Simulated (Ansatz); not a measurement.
C4H5F can be A, `C#CCCF`, or B, `FCC1=CC1`.

Calculated with Ansatz (gas phase, PBE0-D4/def2-TZVP geometries, no zero-point term in ΔE). CCSD(T)/CBS is the MP2 limit (def2-TZVPP, def2-QZVPP) plus CCSD(T) − MP2 in def2-TZVPP, frozen cores. Functionals use def2-TZVPP. B3LYP here is the variant with VWN-RPA as its local correlation; programs differ in this. One conformer a species, not always the lowest.

Which isomer does CCSD(T)/CBS put lower? Give the gap. (An estimate is asked.)

The calculation gave: A, by 19.6 kcal/mol.

Give E(B) − E(A) in kcal/mol with BLYP-D4, PBE-D4, HF/def2-TZVPP, r2SCAN-D4, B3LYP, CCSD(T)/def2-TZVPP, ωB97M-V. (Best estimate.)

Computed: BLYP-D4 18.6, PBE-D4 13.2, HF/def2-TZVPP 22.5, r2SCAN-D4 15.3, B3LYP 18.3, CCSD(T)/def2-TZVPP 19.5, ωB97M-V 17.2. None reverses the order clearly.

Does the order hold for the free energy at 298.15 K (harmonic terms from PBE0-D4)? (Best estimate.)

Computed: Yes: G(B) − G(A) = +19.7 kcal/mol, for one conformer each.

Largest T1 diagnostic: 0.011.

In def2-TZVPP, CCSD(T) changes the Hartree–Fock value by −3.0 kcal/mol (the triples alone add −0.3 kcal/mol) and MP2 by −3.1 kcal/mol. Leaving LDA and LC-ωPBE aside and taking each functional with its dispersion term where it has one, the values, not all of them listed here, spread over 6.4 kcal/mol, from PBE-D4 to B2PLYP. LDA lies −2.4 kcal/mol from PBE without D4.
